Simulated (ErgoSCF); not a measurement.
# NH3 (ammonia): levels of theory compared

Aim: a comparison of 4 runs (HF/STO-3G, HF/3-21G, PBE0/def2-SVP, SPZ81/aug-cc-pCVDZ) of NH3 (ammonia). 

Program for the calculation: ErgoSCF 3.8.

3 further runs of the same task are left out: 3 set aside as unsound or not needed.

## 1. The structure to begin with

NH3 has 4 atoms, charge 0, and is taken as a singlet. SMILES: `N`. The shape is that of a GFN2-xTB optimisation.

Bond lengths: N1–H2 1.013 Å, N1–H3 1.013 Å, N1–H4 1.013 Å. Angles: H2–N1–H3 107.7°, H2–N1–H4 107.7°, H3–N1–H4 107.7°.

## 2. A single-point energy at HF/STO-3G (run 1)

ergo.in

```
set_nthreads(1)
spin_polarization = 0
basis = "STO-3G"
scf.use_diagonalization = 1
scf.max_number_of_iterations = 120
charge = 0
scf.output_mulliken_pop = 1
tmpdir = "."
molecule_inline Angstrom
N     -0.068160     0.242830     0.108060
H      0.491930    -0.300470     0.753380
H     -0.891960    -0.300620    -0.118350
H      0.468190     0.358250    -0.743090
EOF
run "HF"
```

The basis set STO-3G is read from a file made from the Basis Set Exchange's data (not shown).

Launch:

```console
ergo ergo.in
```

Standard output:

```text
INMA ERGO version 3.8
INMA reading input from file ergo.in
INMA  spin_polarization := 0
INMA  basis := STO-3G
INMA Basis really set to STO-3G
INMA  use_diagonalization := 1
INMA  max_number_of_iterations := 120
INMA  charge := 0
INMA  output_mulliken_pop := 1
INMA N (charge=7.0) -0.128804 0.458882 0.204204
INMA H (charge=1.0) 0.929613 -0.567806 1.423682
INMA H (charge=1.0) -1.685560 -0.568089 -0.223649
INMA H (charge=1.0) 0.884751 0.676994 -1.404237
INMA running HF
INMA Running HF
INSC SCF_general constructor, number of basis functions: 8
INSC Min internuclear distance:      1.91343 a.u.  =      1.01254 Angstrom
INSC Max internuclear distance:      3.09077 a.u.  =      1.63556 Angstrom
INSC Euclidean norm of overlap matrix =          2.17562880706  (acc 1.49e-08)
INSC Euclidean norm of invCholFactor after truncation =          1.92939939868
INSC Beginning of SCF cycle 1
INSC nuclearEnergy, energy_2el, energy = 11.945307, 27.442243, -44.206049
INSC Energy   1 =        -44.20604916846
INSC maxabs FDS-SDF is     5.97
INDE E_HOMO =         -0.59658377852
INDE E_LUMO =          0.38020581220
INSC Beginning of SCF cycle 2
INSC nuclearEnergy, energy_2el, energy = 11.945307, 34.371628, -55.175039
INSC Energy   2 =        -55.17503927890
INSC maxabs FDS-SDF is    0.303
INSC using DIIS to get combined Fock matrix, number of iters used for DIIS:  2
INDE E_HOMO =         -0.07777185751
INDE E_LUMO =          0.75162725939
INSC Beginning of SCF cycle 3
INSC nuclearEnergy, energy_2el, energy = 11.945307, 31.267361, -55.447897
INSC Energy   3 =        -55.44789653862  ( diff     -0.272857259718876 )
INSC maxabs FDS-SDF is   0.0384
INSC using DIIS to get combined Fock matrix, number of iters used for DIIS:  3
INDE E_HOMO =         -0.34506310374
INDE E_LUMO =          0.63712167013
INSC Beginning of SCF cycle 4
INSC nuclearEnergy, energy_2el, energy = 11.945307, 31.628450, -55.453661
INSC Energy   4 =        -55.45366071977  ( diff     -0.005764181147597 )
INSC maxabs FDS-SDF is  0.00501
INSC using DIIS to get combined Fock matrix, number of iters used for DIIS:  4
INDE E_HOMO =         -0.34955706161
INDE E_LUMO =          0.63657812632
INSC Beginning of SCF cycle 5
INSC nuclearEnergy, energy_2el, energy = 11.945307, 31.631301, -55.453750
INSC Energy   5 =        -55.45374961935  ( diff     -0.000088899583304 )
INSC maxabs FDS-SDF is 9.88e-05
INSC using DIIS to get combined Fock matrix, number of iters used for DIIS:  5
INDE E_HOMO =         -0.34907829882
INDE E_LUMO =          0.63621992005
INSC Beginning of SCF cycle 6
INSC nuclearEnergy, energy_2el, energy = 11.945307, 31.630696, -55.453750
INSC Energy   6 =        -55.45374972043  ( diff     -0.000000101077774 )
INSC maxabs FDS-SDF is 3.34e-05
INSC using DIIS to get combined Fock matrix, number of iters used for DIIS:  6
INDE E_HOMO =         -0.34911168455
INDE E_LUMO =          0.63624408201
INSC Beginning of SCF cycle 7
INSC nuclearEnergy, energy_2el, energy = 11.945307, 31.630751, -55.453750
INSC Energy   7 =        -55.45374972902  ( diff     -0.000000008588259 )
INSC maxabs FDS-SDF is 8.12e-06
INSC using DIIS to get combined Fock matrix, number of iters used for DIIS:  7
INDE E_HOMO =         -0.34911761718
INDE E_LUMO =          0.63624700854
INSC Beginning of SCF cycle 8
INSC nuclearEnergy, energy_2el, energy = 11.945307, 31.630753, -55.453750
INSC Energy   8 =        -55.45374972970  ( diff     -0.000000000684608 )
INSC maxabs FDS-SDF is 3.67e-09
RESC CONVERGED after   8 iterations.
RESC FINAL ENERGY:        -55.45374972970
TISC Main SCF loop took      0.06 usr cpu s       0.01 sys cpu s       0.06 wall s
INSC SCF: dipole_moment_x [atomic units] =       0.16979614
INSC SCF: dipole_moment_y [atomic units] =      -0.60570074
INSC SCF: dipole_moment_z [atomic units] =      -0.26937463
INSC Sum of Mulliken charges (electrons):      10.0000000
INSC Mulliken charge of atom 0 =      -0.4724757
INSC Mulliken charge of atom 1 =       0.1574970
INSC Mulliken charge of atom 2 =       0.1575232
INSC Mulliken charge of atom 3 =       0.1574554
INSC Sum of Mulliken atomic charges:      -0.0000000
```

It took 0.38 s on 1 thread of Arm Neoverse V2, shared host; peak memory 0.26 GiB.

## 3. A single-point energy at HF/3-21G (run 2)

job.ego

```
# single point, H3N
set_nthreads(1)
basis = "3-21G"
tmpdir = "."
scf.output_mulliken_pop = 1
spin_polarization = 0
scf.use_diagonalization = 1
scf.max_number_of_iterations = 120
molecule_inline Angstrom
N     -0.068160     0.242830     0.108060
H      0.491930    -0.300470     0.753380
H     -0.891960    -0.300620    -0.118350
H      0.468190     0.358250    -0.743090
EOF
run "HF"
```

The basis set 3-21G is read from a file made from the Basis Set Exchange's data (not shown).

Launch:

```console
ergo job.ego
```

Standard output:

```text
[...]
INSC SCF_general constructor, number of basis functions: 15
[...]
INSC Energy   1 =        -32.12039176767
[...]
INDE E_LUMO =          0.26899102425
[...]
INSC Energy  10 =        -55.87103280851  ( diff     -0.000000000006565 )
[...]
RESC CONVERGED after  10 iterations.
RESC FINAL ENERGY:        -55.87103280851
[...]
INSC SCF: dipole_moment_x [atomic units] =       0.20630982
INSC SCF: dipole_moment_y [atomic units] =      -0.73584096
INSC SCF: dipole_moment_z [atomic units] =      -0.32727454
[...]
```

Run time: 0.4 s. Hardware: 1 thread of Arm Neoverse V2, shared host; peak memory 0.26 GiB.

Run 3 isn't shown in full; the table further down has it.

## 4. A single-point energy at SPZ81/aug-cc-pCVDZ (run 4)

mol.xyz

```xyz
4

N     -0.068160     0.242830     0.108060
H      0.491930    -0.300470     0.753380
H     -0.891960    -0.300620    -0.118350
H      0.468190     0.358250    -0.743090
```

Launch:

```console
ergo -m mol.xyz -e 'set_nthreads("env")' -e 'scf.output_mulliken_pop = 1' -e 'scf.max_number_of_iterations = 61' -e 'basis = "aug-cc-pCVDZ"' -e 'tmpdir = "."' -e 'scf.shift_using_prev_density_matrix = 0.1' -e 'run "Combine slater=1 pz81=1"'
```

Standard output:

```text
[...]
INDF Weighted mixed functional:
[...]
INSC Energy   1 =         -6.26202141768
[...]
INDE PURIFICATION CONVERGED after 28 iterations
[...]
INDE PURIFICATION CONVERGED after 50 iterations
[...]
INDE PURIFICATION CONVERGED after 33 iterations
[...]
INDE PURIFICATION CONVERGED after 33 iterations
[...]
INDE E(LUMO) - E(HOMO) <=          0.39139599619 =         10.65042767830 eV
[...]
INSC Energy  14 =        -56.08435575538  ( diff     -0.000000000001066 )
[...]
RESC CONVERGED after  14 iterations.
RESC FINAL ENERGY:        -56.08435575538
[...]
INSC SCF: dipole_moment_x [atomic units] =       0.14450819
INSC SCF: dipole_moment_y [atomic units] =      -0.51529056
INSC SCF: dipole_moment_z [atomic units] =      -0.22922205
[...]
```

Run time: 2.8 s. Hardware: 1 thread of Arm Neoverse V2, shared host; peak memory 0.26 GiB.

## 5. All runs side by side

```csv
run,level,integration grid,radint,energy (Eh),dipole moment (D),wall time
1,HF/STO-3G,–,–,-55.453750,1.74,0.38 s
2,HF/3-21G,–,–,-55.871033,2.11,0.4 s
3,PBE0/def2-SVP,Turbo,1e-11,-56.440417,1.67,1.5 s
4,SPZ81/aug-cc-pCVDZ,Turbo,–,-56.084356,1.48,2.8 s
```

## 6. Outcome

```
            quantity         value
 run 4: total energy  -56.08436 Eh
run 4: dipole moment        1.48 D
```

What this shows: The dipole moment (its size) runs from 1.48 D (SPZ81/aug-cc-pCVDZ) to 2.11 D (HF/3-21G). The two ends differ in method and basis. Totals of different functionals can't be ranked against each other. In run 1 the basis is minimal, so the values are rough. All runs together took 5.1 s, the longest 2.8 s.
